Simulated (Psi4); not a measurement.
# U-r2SCAN/cc-pVDZ (density fitting with cc-pvtz-jkfit, sweep point 4) run of AlNH3O (SMILES [NH2][Al][OH])

What is the vertical ionisation energy of AlNH3O at U-r2SCAN/cc-pVDZ (density fitting with cc-pvtz-jkfit, sweep point 4)? The job is set up through a Python script.

The calculation is run with Psi4 1.11.

3 further runs of the same task are left out: 3 that didn't finish.

## (1) The molecule

The species is AlNH3O (6 atoms), meant as a doublet with charge 0. As SMILES, `[NH2][Al][OH]`. The coordinates come from a PBE0-D4/def2-TZVP relaxation. This is one conformer, not always the lowest.

Bond lengths: N1–Al2 1.769 Å, Al2–O3 1.705 Å, N1–H4 1.009 Å, N1–H5 1.006 Å, O3–H6 0.956 Å. Angles: N1–Al2–O3 116.1°, Al2–N1–H4 124.1°, Al2–N1–H5 125.0°, Al2–O3–H6 122.8°, H4–N1–H5 110.9°.

## (2) The energy at U-r2SCAN/cc-pVDZ (density fitting with cc-pvtz-jkfit, sweep point 4)

calc.py reads:

```python
import psi4

psi4.set_memory(1600000000)
psi4.set_num_threads(1)
psi4.core.set_output_file('output.dat', False)

m = psi4.geometry("""
0 2
N     -0.923900     0.240200    -0.760800
Al     0.595200     0.601300     0.070700
O      1.194100    -0.618500     1.101200
H     -1.434300    -0.623600    -0.657200
H     -1.394700     0.861600    -1.396800
H      2.005700    -0.525100     1.596800
symmetry c1
""")

psi4.set_options({
    'basis': 'cc-pVDZ',
    'reference': 'uks',
    'puream': True,
    'scf_type': 'df',
    'dft_radial_points': 99,
    'dft_spherical_points': 590,
    'df_basis_scf': 'cc-pvtz-jkfit',
    'maxiter': 150,
})

e, wfn = psi4.energy('r2scan', return_wfn=True)
print(f'r2scan energy: {e:.10f} Eh')
for k, v in sorted(psi4.core.scalar_variables().items()):
    print(f'{k:45s} {v:18.10f}')
```

Command:

```sh
python calc.py
```

output.dat:

```text
[...]
  Running in c1 symmetry.
[...]
  Nuclear repulsion =   93.731213434316217
[...]
  Multiplicity = 2
[...]
  Nalpha       = 16
  Nbeta        = 15
[...]
    Number of basis functions: 61
[...]
   @DF-UKS iter   1:  -373.63772299782522   -1.22664e-01   1.82897e-02 ADIIS/DIIS
[...]
   @DF-UKS iter  10:  -374.16140347527778   -2.38103e-08   7.39662e-07 DIIS
[...]
   @S^2 Observed:                7.536931502E-01
[...]
    Orbital Energies [Eh]
    ---------------------
    Alpha Occupied:
       1A    -55.769569     2A    -18.943352     3A    -14.138277
       4A     -4.065605     5A     -2.605744     6A     -2.604609
       7A     -2.600924     8A     -0.929474     9A     -0.785000
      10A     -0.459230    11A     -0.434921    12A     -0.373609
      13A     -0.307405    14A     -0.277860    15A     -0.219473
      16A     -0.175053
    Alpha Virtual:
      17A     -0.024886    18A      0.030876    19A      0.050367
      20A      0.123755    21A      0.144432    22A      0.146487
      23A      0.201315    24A      0.235838    25A      0.296404
[...]
  @DF-UKS Final Energy:  -374.16140347527778
   => Energetics <=
    Nuclear Repulsion Energy =             93.7312134343162171
    One-Electron Energy =                -703.9521355621679959
    Two-Electron Energy =                 271.3444917957461371
    DFT Exchange-Correlation Energy =     -35.2849731431721523
    Empirical Dispersion Energy =           0.0000000000000000
    VV10 Nonlocal Energy =                  0.0000000000000000
    Total Energy =                       -374.1614034752777798
[...]
 Multipole Moments:
 ------------------------------------------------------------------------------------
     Multipole            Electronic (a.u.)      Nuclear  (a.u.)        Total (a.u.)
 ------------------------------------------------------------------------------------
 L = 1.  Multiply by 2.5417464519 to convert [e a0] to [Debye]
 Dipole X            :          1.9843813           -1.9880953           -0.0037140
 Dipole Y            :          1.3415975           -1.1262401            0.2153574
 Dipole Z            :          0.6374467           -0.7510462           -0.1135995
 Magnitude           :                                                    0.2435107
[...]
```

The script printed:

```text
r2scan energy: -374.1614034753 Eh
CURRENT ENERGY                                   -374.1614034753
CURRENT REFERENCE ENERGY                         -374.1614034753
DD SOLVATION ENERGY                                 0.0000000000
DFT FUNCTIONAL TOTAL ENERGY                      -374.1614034753
DFT TOTAL ENERGY                                 -374.1614034753
DFT VV10 ENERGY                                     0.0000000000
DFT XC ENERGY                                     -35.2849731432
GRID ELECTRONS ALPHA                               15.9999997133
GRID ELECTRONS BETA                                14.9999997261
GRID ELECTRONS TOTAL                               30.9999994394
NUCLEAR REPULSION ENERGY                           93.7312134343
ONE-ELECTRON ENERGY                              -703.9521355622
PCM POLARIZATION ENERGY                             0.0000000000
PE ENERGY                                           0.0000000000
SCF ITERATION ENERGY                             -374.1614034753
SCF ITERATIONS                                     10.0000000000
SCF TOTAL ENERGY                                 -374.1614034753
TWO-ELECTRON ENERGY                               271.3444917957
XC GRID RADIAL POINTS                              99.0000000000
XC GRID SPHERICAL POINTS                          590.0000000000
XC GRID TOTAL POINTS                           336024.0000000000
```

It took 35 s on 1 thread of Intel Xeon Platinum 8375C at 2.90GHz (Ice Lake), shared host; peak memory 0.89 GiB.

## (3) The singlet cation at the same level

job.py reads:

```python
import psi4

psi4.set_memory('1600 MB')
psi4.set_num_threads(1)
psi4.set_output_file('run.log', False)

molecule = psi4.geometry("""
1 1
N     -0.923900     0.240200    -0.760800
Al     0.595200     0.601300     0.070700
O      1.194100    -0.618500     1.101200
H     -1.434300    -0.623600    -0.657200
H     -1.394700     0.861600    -1.396800
H      2.005700    -0.525100     1.596800
symmetry c1
""")

options = {'basis': 'cc-pVDZ', 'reference': 'rks', 'puream': True, 'scf_type': 'df', 'dft_radial_points': 99, 'dft_spherical_points': 590, 'df_basis_scf': 'cc-pvtz-jkfit'}
psi4.set_options(options)

e_tot, wfn = psi4.energy('r2scan', return_wfn=True)
print(f'total energy {e_tot:.8f} hartree = {e_tot * 27.211386:.5f} eV')
for k, v in sorted(psi4.core.scalar_variables().items()):
    print(f'{k:45s} {v:18.10f}')
```

Command:

```sh
python job.py
```

run.log:

```text
[...]
  Running in c1 symmetry.
[...]
  Nuclear repulsion =   93.731213434316217
[...]
  Multiplicity = 1
[...]
  Nalpha       = 15
  Nbeta        = 15
[...]
    Number of basis functions: 61
[...]
   @DF-RKS iter   1:  -373.36693921759024    1.48120e-01   1.75236e-02 DIIS/ADIIS
[...]
   @DF-RKS iter  10:  -373.87018781312656   -3.24962e-09   1.13036e-07 DIIS
[...]
    Orbital Energies [Eh]
    ---------------------
    Doubly Occupied:
       1A    -56.093644     2A    -19.200211     3A    -14.370430
       4A     -4.382881     5A     -2.923370     6A     -2.921136
       7A     -2.915330     8A     -1.173375     9A     -1.005253
      10A     -0.696856    11A     -0.650213    12A     -0.604339
      13A     -0.548486    14A     -0.515990    15A     -0.441951
[...]
  @DF-RKS Final Energy:  -373.87018781312656
   => Energetics <=
    Nuclear Repulsion Energy =             93.7312134343162171
    One-Electron Energy =                -695.8275255461745701
    Two-Electron Energy =                 263.2023449075313692
    DFT Exchange-Correlation Energy =     -34.9762206087996503
    Empirical Dispersion Energy =           0.0000000000000000
    VV10 Nonlocal Energy =                  0.0000000000000000
    Total Energy =                       -373.8701878131265630
[...]
 Multipole Moments:
 ------------------------------------------------------------------------------------
     Multipole            Electronic (a.u.)      Nuclear  (a.u.)        Total (a.u.)
 ------------------------------------------------------------------------------------
 L = 1.  Multiply by 2.5417464519 to convert [e a0] to [Debye]
 Dipole X            :          2.6790501           -1.9880953            0.6909549
 Dipole Y            :          2.6538027           -1.1262401            1.5275627
 Dipole Z            :          0.4259722           -0.7510462           -0.3250740
 Magnitude           :                                                    1.7077879
[...]
```

On the terminal:

```text
total energy -373.87018781 hartree = -10173.52599 eV
CURRENT ENERGY                                   -373.8701878131
CURRENT REFERENCE ENERGY                         -373.8701878131
DD SOLVATION ENERGY                                 0.0000000000
DFT FUNCTIONAL TOTAL ENERGY                      -373.8701878131
DFT TOTAL ENERGY                                 -373.8701878131
DFT VV10 ENERGY                                     0.0000000000
DFT XC ENERGY                                     -34.9762206088
GRID ELECTRONS ALPHA                               14.9999997157
GRID ELECTRONS BETA                                14.9999997157
GRID ELECTRONS TOTAL                               29.9999994313
NUCLEAR REPULSION ENERGY                           93.7312134343
ONE-ELECTRON ENERGY                              -695.8275255462
PCM POLARIZATION ENERGY                             0.0000000000
PE ENERGY                                           0.0000000000
SCF ITERATION ENERGY                             -373.8701878131
SCF ITERATIONS                                     10.0000000000
SCF TOTAL ENERGY                                 -373.8701878131
TWO-ELECTRON ENERGY                               263.2023449075
XC GRID RADIAL POINTS                              99.0000000000
XC GRID SPHERICAL POINTS                          590.0000000000
XC GRID TOTAL POINTS                           336024.0000000000
```

It took 24 s on 1 thread of Intel Xeon Platinum 8375C at 2.90GHz (Ice Lake), shared host; peak memory 0.9 GiB.

## (4) Outcome

At U-r2SCAN/cc-pVDZ (density fitting with cc-pvtz-jkfit, sweep point 4):

| quantity | value |
| --- | --- |
| doublet AlNH3O: total energy | -374.16140 Eh |
| doublet AlNH3O: dipole moment | 0.62 D |
| doublet AlNH3O: HOMO energy (highest over α and β) | -4.76 eV |
| doublet AlNH3O: LUMO energy (lowest over α and β) | -2.42 eV |
| doublet AlNH3O: ⟨S²⟩ | 0.754 |
| singlet cation: total energy | -373.87019 Eh |
| singlet cation: HOMO energy | -12.03 eV |
| singlet cation: LUMO energy | -10.48 eV |
| singlet cation: HOMO–LUMO gap | 1.55 eV |
| vertical ionisation energy (to the singlet cation) | 7.924 eV |

In words: The vertical ionisation energy comes to 7.92 eV (765 kJ/mol). Only the singlet of the ionised species was computed; a triplet could lie lower.
